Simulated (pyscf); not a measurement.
Four-centre exchange: `[AsH2][In]` [singlet] + `[OH2]` -> `[OH][In]` [singlet] + `[AsH3]`

Gas phase, singlet surface, charge 0. Bonds broken: In1–As2, O5–H6. Bonds formed: In1–O5, As2–H6. Single points on ωB97X-D3(BJ)/def2-SVP structures (PySCF, gas phase). Correlated levels are frozen-core, on RHF or UHF. ΔMP2 is the change of the MP2 total energy from the triple- to the quadruple-zeta basis.

Transition state (Å):

```xyz
7

In    -1.6198     1.0741     0.5242
As     1.0521    -0.1615    -0.7673
H      1.1908     0.7637     0.4474
H      0.3010     0.9163    -1.5554
O     -1.6302    -1.1038     0.2530
H     -0.4019    -0.9631    -0.1909
H     -1.8059    -1.8051     0.8945
```

One imaginary mode, 1135i cm⁻¹; descent along it reached the two sides named, in the forms told below.

```
bond     change  reactant side (Å)  saddle  product side
-------  ------  -----------------  ------  ------------
In1–As2  breaks                2.7     3.2           3.6
O5–H6    breaks              0.968   1.314         2.260
In1–O5    forms                2.7   2.195         2.045
As2–H6    forms                2.8   1.758         1.518
```

Electronic energies relative to the separated reactants (kcal/mol):

| level | barrier | reaction energy | reverse barrier |
|---|---|---|---|
| ωB97X-D3(BJ)/def2-TZVP | 10.8 | +3.0 | 7.8 |
| PBE/def2-TZVP | 2.8 | -3.2 | 6.1 |
| r²SCAN/def2-TZVP | 3.4 | -3.9 | 7.3 |
| B3LYP-D3(BJ)/def2-TZVP | 5.7 | -3.2 | 8.9 |
| PBE0-D3(BJ)/def2-TZVP | 6.1 | -0.5 | 6.5 |
| M06-2X/def2-TZVP | 6.1 | -2.8 | 8.8 |
| ωB97M-D3(BJ)/def2-TZVP | 7.9 | -3.6 | 11.5 |
| HF/def2-TZVP | 23.1 | -3.4 | 26.5 |
| MP2/def2-QZVPP | 6.6 | -1.3 | 8.0 |
| CCSD/def2-TZVPP | 12.3 | -2.0 | 14.3 |
| CCSD(T)/def2-TZVPP | 9.6 | -2.2 | 11.8 |
| CCSD(T)/def2-TZVPP + ΔMP2(QZVPP) | 9.0 | -1.8 | 10.8 |

With CCSD(T)/def2-TZVPP + ΔMP2(QZVPP) energies and thermal terms (ideal gas, 1 atm, RRHO with modes under 100 cm⁻¹ raised to 100, one conformer, R ln 2 for chiral ones without a mode under 150 cm⁻¹), in kcal/mol:

| T (K) | ΔH‡ | ΔG‡ | ΔH | ΔG |
|---|---|---|---|---|
| 298 | 6.1 | 16.1 | -3.7 | -3.3 |
| 600 | 6.5 | 26.0 | -3.9 | -2.8 |
| 900 | 7.4 | 35.6 | -3.9 | -2.3 |
| 1200 | 8.4 | 44.8 | -3.7 | -1.8 |

On the reactant side the descent ends in a bound adduct, 10.0 kcal/mol under the separated species and 20.8 kcal/mol under the saddle at ωB97X-D3(BJ)/def2-TZVP. On the product side the descent ends in a complex, 4.7 kcal/mol under the separated species and 12.5 kcal/mol under the saddle at ωB97X-D3(BJ)/def2-TZVP. One saddle was located; it need not be the lowest between these sides. The CCSD(T) − MP2 part came from Ansatz, without density fitting, on the same reference. The frozen core leaves the outer d or s,p core shells of the metals and heavy elements correlated in the MP2 and CC values, and def2-TZVPP describes them poorly, which can shift differences by a few kcal/mol. Elements up to Kr have no core potential and no relativistic terms here. Elements past Kr carry the def2 core potentials, without spin-orbit coupling.
